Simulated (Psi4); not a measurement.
# FNO-CCSD(T)/cc-pVDZ (occ tolerance 0.0001, sweep point 3) run of SiS (SMILES [Si-]#[S+])

What is the energy change on altering one bond length of SiS at FNO-CCSD(T)/cc-pVDZ (occ tolerance 0.0001, sweep point 3)? 

Program for the calculation: Psi4 1.11.

## Step 1: Starting point

SiS: 2 atoms, total charge 0, spin state singlet. As SMILES, `[Si-]#[S+]`. Geometry: the measured bond length.

Bond lengths: Si1–S2 1.929 Å.

## Step 2: The energy at FNO-CCSD(T)/cc-pVDZ (occ tolerance 0.0001, sweep point 3)

input.dat

```
memory 1600 MB

molecule molecule1 {
  0 1
  Si     0.000000     0.000000     0.000000
  S      0.000000     0.000000     1.929321
  symmetry c1
}

set {
  basis           cc-pVDZ
  puream          true
  scf_type        pk
  num_frozen_docc 10
  occ_tolerance   0.0001
}

energy("fno-ccsd(t)")
```

Started as:

```
$ psi4 input.dat output.dat -n 1
```

output.dat, cut to the lines that bear on the results:

```text
[...]
  Running in c1 symmetry.
[...]
  Nuclear repulsion =   61.439073741528752
[...]
  Multiplicity = 1
[...]
  Nalpha       = 15
  Nbeta        = 15
[...]
    Number of basis functions: 36
[...]
   @RHF iter   1:  -686.45263006804987   -5.52632e-01   5.47360e-03 ADIIS/DIIS
[...]
   @RHF iter  10:  -686.48078228321208   -5.68434e-13   1.41013e-09 DIIS
[...]
    Orbital Energies [Eh]
    ---------------------
    Doubly Occupied:
       1A    -91.937525     2A    -68.841004     3A     -8.942562
       4A     -6.623275     5A     -6.621589     6A     -6.621589
       7A     -6.186359     8A     -4.287148     9A     -4.287075
      10A     -4.287075    11A     -0.943829    12A     -0.572973
      13A     -0.387845    14A     -0.387289    15A     -0.387289
[...]
  @RHF Final Energy:  -686.48078228321208
   => Energetics <=
    Nuclear Repulsion Energy =             61.4390737415287518
    One-Electron Energy =               -1073.2108596628963824
    Two-Electron Energy =                 325.2910036381556438
    Total Energy =                       -686.4807822832119655
[...]
 Multipole Moments:
 ------------------------------------------------------------------------------------
     Multipole            Electronic (a.u.)      Nuclear  (a.u.)        Total (a.u.)
 ------------------------------------------------------------------------------------
 L = 1.  Multiply by 2.5417464519 to convert [e a0] to [Debye]
 Dipole X            :          0.0000000            0.0000000            0.0000000
 Dipole Y            :          0.0000000            0.0000000            0.0000000
 Dipole Z            :         -0.8821235            0.0013275           -0.8807960
 Magnitude           :                                                    0.8807960
[...]
      * MP2 total energy:                   -686.684155278567
[...]
      * MP2 total energy:                   -686.684155278567
[...]
      * MP3 total energy:                   -686.702175551390
[...]
      * CCSD total energy:                  -686.706046767369
[...]
      * CCSD(T) total energy                -686.716866907874
[...]
```

It took 6 s on 1 thread of Intel Xeon 6975P-C (Granite Rapids), shared host; peak memory 0.26 GiB.

## Step 3: The distorted shape, same level

job.dat

```
memory 1600 MB

molecule {
  Si     0.000000     0.000000    -0.964679
  S      0.000000     0.000000     1.929321
  symmetry c1
}

set globals {
  basis cc-pVDZ
  puream true
  scf_type pk
  num_frozen_docc 10
  occ_tolerance 0.0001
}

result, w = energy("fno-ccsd(t)", return_wfn=True)
```

Started as:

```
$ psi4 -n 1 job.dat job.out
```

job.out, cut to the lines that bear on the results:

```text
[...]
  Running in c1 symmetry.
[...]
  Nuclear repulsion =   40.959120660013824
[...]
  Multiplicity = 1
[...]
  Nalpha       = 15
  Nbeta        = 15
[...]
    Number of basis functions: 36
[...]
   @RHF iter   1:  -686.01433815044402   -7.72618e-01   1.27889e-02 DIIS/ADIIS
[...]
   @RHF iter  15:  -686.29325780894783   -3.41061e-13   1.48201e-09 DIIS
[...]
    Orbital Energies [Eh]
    ---------------------
    Doubly Occupied:
       1A    -91.926929     2A    -68.939655     3A     -8.918345
       4A     -6.600185     5A     -6.596026     6A     -6.596026
       7A     -6.273204     8A     -4.373671     9A     -4.373671
      10A     -4.369767    11A     -0.809712    12A     -0.612740
      13A     -0.320135    14A     -0.308101    15A     -0.308101
[...]
  @RHF Final Energy:  -686.29325780894783
   => Energetics <=
    Nuclear Repulsion Energy =             40.9591206600138236
    One-Electron Energy =               -1031.8522193460116796
    Two-Electron Energy =                 304.5998408770500419
    Total Energy =                       -686.2932578089478284
[...]
 Multipole Moments:
 ------------------------------------------------------------------------------------
     Multipole            Electronic (a.u.)      Nuclear  (a.u.)        Total (a.u.)
 ------------------------------------------------------------------------------------
 L = 1.  Multiply by 2.5417464519 to convert [e a0] to [Debye]
 Dipole X            :          0.0000000            0.0000000            0.0000000
 Dipole Y            :          0.0000000            0.0000000            0.0000000
 Dipole Z            :         -2.4041490            0.0019913           -2.4021578
 Magnitude           :                                                    2.4021578
[...]
      * MP2 total energy:                   -686.497728384372
[...]
      * MP2 total energy:                   -686.497728384372
[...]
      * MP3 total energy:                   -686.517823395902
[...]
      * CCSD total energy:                  -686.551449607797
[...]
      * CCSD(T) total energy                -686.599047791833
[...]
```

Wall time 5.7 s (1 thread of Intel Xeon 6975P-C (Granite Rapids), shared host); peak memory 0.27 GiB.

## Step 4: Summary of results

At FNO-CCSD(T)/cc-pVDZ (occ tolerance 0.0001, sweep point 3), 10 core orbitals frozen:

| quantity | value |
| --- | --- |
| first shape: total energy | -686.71687 Eh |
| first shape: HOMO energy (Hartree–Fock orbitals) | -10.54 eV |
| first shape: LUMO energy (Hartree–Fock orbitals) | 0.87 eV |
| first shape: HOMO–LUMO gap (Hartree–Fock orbitals) | 11.41 eV |
| first shape: correlation energy (10 core orbitals frozen) | -236.1 mEh |
| first shape: (T) correction | -10.82 mEh |
| first shape: T1 diagnostic | 0.025 |
| distorted shape: total energy | -686.59905 Eh |
| distorted shape: HOMO energy (Hartree–Fock orbitals) | -8.38 eV |
| distorted shape: LUMO energy (Hartree–Fock orbitals) | -1.20 eV |
| distorted shape: HOMO–LUMO gap (Hartree–Fock orbitals) | 7.18 eV |
| distorted shape: correlation energy (10 core orbitals frozen) | -305.8 mEh |
| distorted shape: (T) correction | -47.60 mEh |
| distorted shape: T1 diagnostic | 0.191 |
| energy change with the Si1–S2 bond stretched from 1.929 to 2.894 Å | 3.206 eV |

In words: With the Si1–S2 bond stretched from 1.929 to 2.894 Å the energy rises by 3.21 eV (309 kJ/mol). The first shape isn't relaxed at this level, so the change isn't measured from a minimum. A restricted reference can't describe the breaking bond well at this length. The T1 diagnostic (first shape) of 0.025 is above the customary mark for such species, so a single reference may not serve. The triples (first shape) make up 4.6 % of the correlation energy. The T1 diagnostic (distorted shape) of 0.191 is above the customary mark for such species, so a single reference may not serve. The triples (distorted shape) make up 15.6 % of the correlation energy.
